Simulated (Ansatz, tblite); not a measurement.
**OsO4: spin states and exact exchange**

Is the singlet the ground state of OsO4? Other spin states are computed and compared level by level.

Program: Ansatz 0.2.0, Gaussian basis. Level of theory: as each input shows. These are calculated values, not measurements.

Levels to be run: triplet, at the geometry of the singlet (GFN1-xTB, GFN2-xTB, PBE0-D4/def2-TZVP, PBE-D4/def2-TZVP, r2SCAN-D4/def2-TZVP); the singlet's energies come from earlier runs.

## (1) The geometry

The singlet was relaxed beforehand with PBE0-D4/def2-SVP.

5 atoms, charge 0, spin multiplicity 1.

Bond lengths: Os1–O2 1.693 Å, Os1–O3 1.693 Å, Os1–O4 1.693 Å, Os1–O5 1.693 Å. Angles: O2–Os1–O3 109.5°, O2–Os1–O4 109.5°, O2–Os1–O5 109.5°, O3–Os1–O4 109.5°, O3–Os1–O5 109.5°, O4–Os1–O5 109.5°.

Formally the metal is d0. Os takes a core potential in the def2 sets. No spin-orbit coupling is included.

## (2) Triplet at the fixed geometry, GFN1-xTB

Tight binding, by tblite at 300 K electronic temperature and without a spin-polarisation term:

```python
tblite.interface.Calculator('GFN1-xTB', numbers, positions, charge=0, uhf=2).singlepoint()
```

Energy -595.2151 eV; 0.002 s.

## (3) Triplet at the fixed geometry, GFN2-xTB

Tight binding, by tblite at 300 K electronic temperature and without a spin-polarisation term:

```python
tblite.interface.Calculator('GFN2-xTB', numbers, positions, charge=0, uhf=2).singlepoint()
```

Energy -524.5595 eV; 0.003 s.

## (4) Triplet at the fixed geometry, PBE0-D4/def2-TZVP

File in.yaml:

```yaml
crystal:
  periodic: [false, false, false]
  atoms:
    - {symbol: Os, position_ang: [-0.000003, 0.000003, 0.000002]}
    - {symbol: O, position_ang: [0.010660, -0.018154, 1.692383]}
    - {symbol: O, position_ang: [1.592104, 0.010570, -0.574144]}
    - {symbol: O, position_ang: [-0.805207, 1.385649, -0.544271]}
    - {symbol: O, position_ang: [-0.797554, -1.378057, -0.573960]}
basis:
  gaussian: {orbitals: def2-TZVP}
magnetization: {spin_polarized: true, initial_magnetization: 2}
hamiltonian: {xc: pbe0, dispersion: d4}
scf: {omitted_lower_state_checks: [starts]}
output: {orbitals: {seedname: orbitals}}
```

Command:

```console
$ ansatz run in.yaml --threads 2 --pin off --events-out ev --progress --plain --max-ram 4352MiB
```

The program printed:

```text
Functional definition: PBE0
  name "PBE0"
  cite "Adamo & Barone, J. Chem. Phys. 110, 6158 (1999) doi:10.1063/1.478522"
  cite "Perdew, Burke & Ernzerhof, Phys. Rev. Lett. 77, 3865 (1996) doi:10.1103/PhysRevLett.77.3865"
  parent pbe
  parameter a = 0.25
  parameter kappa = 0.804
  parameter beta = 0.06672455060314922
  exchange = (1 - a)*pbe_x(kappa = kappa, mu = beta*pi^2/3) + a*exact_x
  correlation = pbe_c(beta = beta)
these checks for a lower state are left out or cut short: starts
1022 factors; their error is unknown
mean field evaluation 1: about -10629.7552 eV, gradient 7.4e1 eV
mean field evaluation 2: about -10528.7427 eV, gradient 1.9e2 eV
mean field evaluation 4: about -10639.2538 eV, gradient 4.6e1 eV
mean field evaluation 8: about -10647.0009 eV, gradient 2.3e0 eV
mean field evaluation 16: about -10647.2790 eV, gradient 1.4e0 eV
mean field -10647.35549499 eV, -391.2830974041 hartree, gradient 8.6e-6 eV, S^2 2.020215; 0 other end points of the search recorded, 0 dependent functions left out
reference -10647.35552506 eV, -391.2830985092 hartree; 25, 23 occupied and 139, 141 virtual orbitals, 1022 factors
Total energy: -10647.45995913 eV, -391.2869363904 hartree
Checks for a lower state left out: starts
```

It took 20 s on 2 threads of Arm Neoverse V2, shared host; peak memory 0.64 GiB.

From the report: HOMO -6.70 eV, LUMO -7.41 eV (over both spins; with the spin held, an empty level of the minority spin lies below the top filled one); ⟨S²⟩ 2.020 (pure: 2.00).

## (5) Triplet at the fixed geometry, PBE-D4/def2-TZVP

start.molden holds the orbitals of an earlier run on this state, given as this run's starting guess.

in.yaml: that of step 4 with these lines changed.

```diff
@@ -9,5 +9,5 @@
 basis:
-  gaussian: {orbitals: def2-TZVP}
+  gaussian: {orbitals: def2-TZVP, initial_orbitals: start.molden}
 magnetization: {spin_polarized: true, initial_magnetization: 2}
-hamiltonian: {xc: pbe0, dispersion: d4}
+hamiltonian: {xc: pbe, dispersion: d4}
 scf: {omitted_lower_state_checks: [starts]}
```

Launched as before.

The program printed:

```text
Functional definition: PBE
  name "PBE"
  cite "Perdew, Burke & Ernzerhof, Phys. Rev. Lett. 77, 3865 (1996) doi:10.1103/PhysRevLett.77.3865"
  parent pbe
  parameter kappa = 0.804
  parameter beta = 0.06672455060314922
  exchange = pbe_x(kappa = kappa, mu = beta*pi^2/3)
  correlation = pbe_c(beta = beta)
these checks for a lower state are left out or cut short: starts
956 factors; their error is unknown
mean field evaluation 1: about -10650.6866 eV, gradient 7.9e0 eV
mean field evaluation 2: about -10650.9545 eV, gradient 5.7e-1 eV
mean field evaluation 4: about -10650.9815 eV, gradient 5.2e-3 eV
mean field evaluation 8: about -10651.0292 eV, gradient 2.0e0 eV
mean field evaluation 16: about -10651.0799 eV, gradient 4.4e-5 eV
mean field -10651.07993783 eV, -391.4199681539 hartree, gradient 7.1e-6 eV, S^2 2.008825; 0 other end points of the search recorded, 0 dependent functions left out
reference -10651.07997909 eV, -391.4199696703 hartree; 25, 23 occupied and 139, 141 virtual orbitals, 956 factors
Total energy: -10651.20500301 eV, -391.4245642145 hartree
Checks for a lower state left out: starts
```

Run time: 7 s. Hardware: 2 threads of Arm Neoverse V2, shared host.

HOMO -4.88 eV, LUMO -8.35 eV (over both spins; with the spin held, an empty level of the minority spin lies below the top filled one); ⟨S²⟩ 2.009 (pure: 2.00).

## (6) Triplet at the fixed geometry, r2SCAN-D4/def2-TZVP

in.yaml: that of step 5 with these lines changed.

```diff
@@ -11,3 +11,3 @@
 magnetization: {spin_polarized: true, initial_magnetization: 2}
-hamiltonian: {xc: pbe, dispersion: d4}
+hamiltonian: {xc: r2scan, dispersion: d4}
 scf: {omitted_lower_state_checks: [starts]}
```

The command is unchanged.

The program printed, cut to the lines that bear on the results:

```text
Functional definition: r2SCAN
  name "r2SCAN"
  cite "Furness, Kaplan, Ning, Perdew & Sun, J. Phys. Chem. Lett. 11, 8208 (2020) doi:10.1021/acs.jpclett.0c02405"
  cite "Furness, Kaplan, Ning, Perdew & Sun, J. Phys. Chem. Lett. 11, 9248 (2020) doi:10.1021/acs.jpclett.0c03077"
  parent r2scan
[...]
956 factors; their error is unknown
[...]
mean field -10654.79520366 eV, -391.5565016547 hartree, gradient 3.4e-6 eV, S^2 2.020923; 0 other end points of the search recorded, 0 dependent functions left out
reference -10654.79521683 eV, -391.5565021390 hartree; 25, 23 occupied and 139, 141 virtual orbitals, 956 factors
Total energy: -10654.82250302 eV, -391.5575048877 hartree
Checks for a lower state left out: starts
```

It took 35 s on 2 threads of Arm Neoverse V2, shared host.

Report: HOMO -5.34 eV, LUMO -8.38 eV (over both spins; with the spin held, an empty level of the minority spin lies below the top filled one); ⟨S²⟩ 2.021 (pure: 2.00).

## (7) Triplet less singlet, vertical

The singlet's energies are those of its earlier runs, whose logs aren't repeated here.

```csv
level,"triplet less singlet, vertical (eV)",time
GFN1-xTB,+4.557,0.005 s
GFN2-xTB,+2.915,0.005 s
PBE-D4/def2-TZVP,+3.831,9 s
r2SCAN-D4/def2-TZVP,+3.757,39 s
PBE0-D4/def2-TZVP,+3.519,23 s
```

Times add the two runs; a level without a time comes out of a correlated run. Tight binding without a spin term can't rank spin states.

## (8) Summary of results

```
                                                quantity                                   value
triplet less singlet, vertical, functionals in def2-TZVP  +3.519 (PBE0-D4) to +3.831 eV (PBE-D4)
```

All functionals put the triplet above the singlet, over a spread of 0.312 eV. The checks for a lower triplet were left out, so another state of that spin may lie lower. The singlet here is a closed shell; an open-shell singlet can lie lower. These are electronic energies, without zero-point motion, entropy or surroundings. Spin-orbit coupling is left out too; for so heavy a metal it can shift spin gaps by tenths of an eV.
